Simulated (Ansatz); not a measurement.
1T (CdI2-type) HfS₂, treated with PBE in Ansatz (PAW).

Numerical settings: plane-wave cutoff 520 eV, 12×12×6 k mesh (along the axes of the cell as run), Fermi–Dirac smearing 0.01 eV, scalar-relativistic PAW data made under PBE.

Response to compression and expansion:

Shape and atoms are relaxed at each volume.

```tsv
V (Å³/atom)	P (GPa)	direct gap at Γ (eV)	smallest gap on the k mesh (eV)	c (Å)
25.209	0.15	2.066	1.223	6.561
25.734	0.07	2.068	1.237	6.691
26.259	0.01	2.070	1.250	6.822
26.784	-0.05	2.071	1.262	6.953
27.309	-0.05	2.072	1.268	7.091
```

The fundamental gap (1.25 eV at the equilibrium volume, with added k points) lies elsewhere than Γ–Γ.

Measured, for comparison: band gap 1.8 eV (temperature not stated, not corrected to a static lattice, fundamental, indirect, our sources range from 1.80 to 1.96; as tabulated in Rybak et al. (2022), arXiv:2210.12074).

Note: for a layered or molecular solid the relaxed cell lies over 5 % above the published volume, where the minimum can be shallow; the cell comes from a level without a dispersion term, which matters for the spacing of layers, chains or molecules.

Spin–orbit coupling is not included.

Ansatz is a program for electronic structure.
